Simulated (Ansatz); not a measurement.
```yaml
crystal:
  periodic: [false, false, false]
  atoms:
    - {symbol: O, position_ang: [-1.704788, 0.001652, -0.000406]}
    - {symbol: C, position_ang: [-0.567681, 0.312327, 0.001538]}
    - {symbol: Si, position_ang: [1.146397, -0.173708, -0.000653]}
    - {symbol: H, position_ang: [1.881767, 1.092328, 0.006319]}
basis:
  gaussian: {orbitals: def2-TZVP}
magnetization: {spin_polarized: true, initial_magnetization: 1}
hamiltonian: {xc: pbe0}
relax: {f_tol: 0.004, max_steps: 80}
```

```sh
$ ansatz run in.yaml --threads 1 --pin off --events-out ev --progress --plain --max-ram 2176MiB
```

Steps of the relaxation (energy above the last step; positions in Å, forces in eV/Å):

```
4
step 1, 348.6 meV
O    -1.705    0.002    0.000    2.449    1.350    0.008
C    -0.568    0.312    0.002   -3.368   -1.203   -0.007
Si    1.146   -0.174   -0.001    0.884   -0.993   -0.005
H     1.882    1.092    0.006    0.034    0.846    0.005
```

```
4
step 2, 172.1 meV
O    -1.677    0.069    0.000    0.937    0.793    0.004
C    -0.538    0.278    0.001   -1.669   -0.830   -0.005
Si    1.185   -0.246   -0.001    0.843   -0.141   -0.001
H     1.787    1.131    0.007   -0.111    0.177    0.001
```

```
4
step 3, 55.0 meV
O    -1.661    0.174    0.001    1.084    0.395    0.002
C    -0.507    0.210    0.001   -0.960   -0.665   -0.004
Si    1.267   -0.320   -0.001   -0.039    0.579    0.003
H     1.657    1.169    0.007   -0.085   -0.310   -0.002
```

```
4
step 8, 0.0 meV
O    -1.602    0.283    0.001    0.001    0.000    0.000
C    -0.470    0.120    0.001    0.000    0.000    0.000
Si    1.310   -0.339   -0.002   -0.001   -0.002    0.000
H     1.517    1.169    0.007    0.000    0.002    0.000
```

Close pairs at the end: O1–C2 1.143 Å, Si3–H4 1.523 Å, C2–Si3 1.838 Å.

A stationary point of unrestricted PBE0 after 8 steps, with ⟨S²⟩ = 0.756 against 0.75 for a pure state; no frequencies were run, so it isn't proven a minimum. 14 s on 1 thread of Intel Xeon 6975P-C, shared host.
